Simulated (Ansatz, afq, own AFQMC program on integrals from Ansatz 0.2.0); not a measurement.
Atomization energy of Ge2H4, singlet

```json
{"atom": "Ge", "x (Å)": "0.0000", "y (Å)": "0.0168", "z (Å)": "1.2218"}
{"atom": "Ge", "x (Å)": "0.0000", "y (Å)": "-0.0363", "z (Å)": "-1.2773"}
{"atom": "H", "x (Å)": "0.0000", "y (Å)": "1.3870", "z (Å)": "1.9258"}
{"atom": "H", "x (Å)": "1.2331", "y (Å)": "-0.7670", "z (Å)": "1.7257"}
{"atom": "H", "x (Å)": "-1.2331", "y (Å)": "-0.7670", "z (Å)": "1.7257"}
{"atom": "H", "x (Å)": "0.0000", "y (Å)": "1.5538", "z (Å)": "-1.3752"}
```

Connectivity, by distances: GeH3–GeH.

Atoms in their ground-state spins without spin–orbit coupling (mostly on UHF) minus the molecule (RHF), without zero-point energy. The geometry is a stationary point, not shown to be a minimum.

Basis cc-pVDZ. Noble-gas cores (and the filled d shells of Ga–Kr and In–Xe) are frozen. AFQMC by an in-house program on the Cholesky factors that Ansatz 0.2.0 writes for its CCSD(T) run. ph-AFQMC/CISD is guided by a CISD state made of CCSD amplitudes; releasing the constraint for a short imaginary time cuts its bias at the price of noise, slowly where states lie close. Free AFQMC starts from the CCSD state and is never constrained. Its projection time is finite, and what remains of the start isn't in its error. Error bars are statistical, one sigma. No spin–orbit coupling. The errors of all members are added in quadrature.

No full CI on the walks' own integrals is used here; CCSDT(Q) serves as the reference and is uncertain by about the last step of the cluster series. Each member takes its own surest rung, up to full CI.

Errors are counted within cc-pVDZ, not against nature.

Cautions: inner d shell frozen; no relativity below Rb; no spin-orbit coupling; Ge₂H₄ (singlet): higher spins were not checked, restricted determinant unstable towards unrestricted (UHF 44 meV lower, ⟨S²⟩ 0.30).

Reference (CCSDT(Q)): 304.6 kcal/mol.

| level | atomization energy (kcal/mol) | error against CCSDT(Q) (kcal/mol) |
| --- | --- | --- |
| HF | 232.4 | -72.2 |
| MP2 | 293.3 | -11.3 |
| CCSD | 301.6 | -3.0 |
| CCSD(T) | 304.2 | -0.5 |
| CCSDT | 304.5 | -0.1 |
| ph-AFQMC/HF | 309.8 ± 1.4 | 5.2 ± 1.4 |
| ph-AFQMC/CISD | 304.8 ± 0.2 | 0.2 ± 0.2 |
| released AFQMC | 304.9 ± 0.4 | 0.2 ± 0.4 |
| free AFQMC | 304.5 ± 0.3 | -0.1 ± 0.3 |

Correlation beyond CCSD(T) adds 0.5 kcal/mol. The perturbative (T) step is worth +2.6 kcal/mol.

Free projections are given only where their last times agree within the noise and don't stop above the reference; a slow remainder of the start can still hide under it. A walk keeps the symmetry of its determinant, which the program's search chose and which needn't be the lowest solution, so a lower state of the same spin and another symmetry isn't excluded. Released energies are given only where the last usable release times agree within the noise; a slower fall can still hide under it.
